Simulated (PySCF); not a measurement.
Ionisation of 1,1,2-trichloroethane

System: `ClCC(Cl)Cl` (C2H3Cl3). Numbering: `[Cl:1][CH2:2][CH:3]([Cl:4])[Cl:5]`

Computed at ωB97X-D3(BJ)/ma-def2-TZVP // PBE0-D3(BJ)/def2-SVP with PySCF (density fitting, grid level 2). The prefix ma- adds one diffuse s and one diffuse p function on all atoms but H. ωB97X-D3(BJ) is ωB97X-V with D3(BJ) in place of VV10. Thermal corrections: PBE0-D3(BJ)/def2-SVP frequencies, unscaled, ideal gas at 298.15 K and 1 bar, quasi-RRHO entropy.

Frontier levels of the parent: HOMO -11.32 eV, LUMO 1.15 eV.

Oxidation to the radical cation:
```
Vertical ionisation energy (electronic)              : 11.39 eV
Adiabatic ionisation energy (with zero-point energy) : 10.81 eV
Adiabatic, electronic part                           : 10.83 eV
Vertical gap at the product's structure              : 10.10 eV
Inner reorganisation energy (four-point)             : 1290 meV
Relaxation of product / of parent                    : 564 / 726 meV
⟨S²⟩ of the product                                  : 0.757
Largest spin populations                             : Cl4 0.53, Cl1 0.47
Largest changes of atomic charge                     : Cl1 0.37, Cl4 0.34, Cl5 0.16
Distances that move most (Å)                         : C3–Cl4 1.771 → 1.848; C3–Cl5 1.782 → 1.725; Cl1–C2 1.775 → 1.803
Potential in acetonitrile                            : 8.49 V absolute, 3.94 V against Fc+/Fc computed at 4.54 V (solvation -18 → -240 kJ/mol)
```

Solvents are IEF-PCM continua (electrostatics only, gas-phase structures); absolute potentials refer to an electron at rest in vacuum. Fc+/Fc in acetonitrile, 4.54 V, is ωB97X-D3(BJ)/ma-def2-TZVP on PBE0-D3(BJ)/def2-SVP structures with GFN2-xTB thermal terms. Benchmark calculations put it near 5.0 V in acetonitrile and DMSO, so it is about 0.5 V low, and the value against it can read up to that much too high.

Measured values (NIST Chemistry WebBook, evaluated or the median of agreeing entries): vertical ionisation energy 11.48 eV (computed 11.39, difference -0.09); adiabatic ionisation energy 11.00 eV (computed 10.81, difference -0.19).

Note: spin-orbit coupling is left out of the energies, which matters for open shells on the heavier atoms.

Hardware: 1 thread of Arm Neoverse V2, shared with other jobs. Command: `OMP_NUM_THREADS=1 python redox_run.py task.json out`. Structures, frequencies and single points: 12 min.

Differences come from unrounded values, so a last digit can differ from that of the printed terms.
